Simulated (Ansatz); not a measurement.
# AlO₂ (sextet): the correlation ladder, def2-TZVPP

An exercise on one series of results from a longer session: the logs are not shown, and one member is left open.

Program: Ansatz 0.2.0, Gaussian basis. Level of theory: def2-TZVPP, core rule «outside noble gas», up to 7 orbitals frozen. These are calculated values, not measurements.

The runs, in order: UHF; ROHF; CCSD(T) on UHF.

### The geometry

The geometry is a PBE0/def2-TZVP stationary point (not a proven minimum) of the parent state, kept for this charge and spin.

3 atoms, charge 0, spin multiplicity 6.

Atoms are counted from 1 here; the program's logs count them from 0.

Bond lengths: O1–Al2 1.782 Å, Al2–O3 1.782 Å. Angles: O1–Al2–O3 180.0°.

Set-up of the first run:

in.yaml reads:

```yaml
crystal:
  periodic: [false, false, false]
  atoms:
    - {symbol: O, position_ang: [0.000000, 0.000000, 1.781800]}
    - {symbol: Al, position_ang: [0.000000, 0.000000, 0.000000]}
    - {symbol: O, position_ang: [0.000000, 0.000000, -1.781800]}
basis:
  gaussian: {orbitals: def2-TZVPP}
magnetization: {spin_polarized: true, initial_magnetization: 5}
hamiltonian: {xc: hf}
output: {orbitals: {seedname: orbitals}}
```

Started as:

```
$ ansatz run in.yaml --threads 1 --pin off --events-out ev --progress --plain --max-ram 4096MiB --backend cpu
```

Among the steps run: UHF; ROHF; CCSD(T) on UHF.

One table of the session follows, with a row left open; its other results are not shown here.

It belongs to the step «Misses and costs». 

```
  method  from UCCSD(T) (meV)
    ROHF             +11474.0
     UHF                    ?
    UMP2              +1239.8
   UCCSD               +333.8
UCCSD(T)                    0
```

**Question.** Estimate the row for UHF.

**Answer.** from UCCSD(T) (meV): +11117.0. In the column «from UCCSD(T) (meV)» it lies between UMP2 (+1239.8) and ROHF (+11474.0).
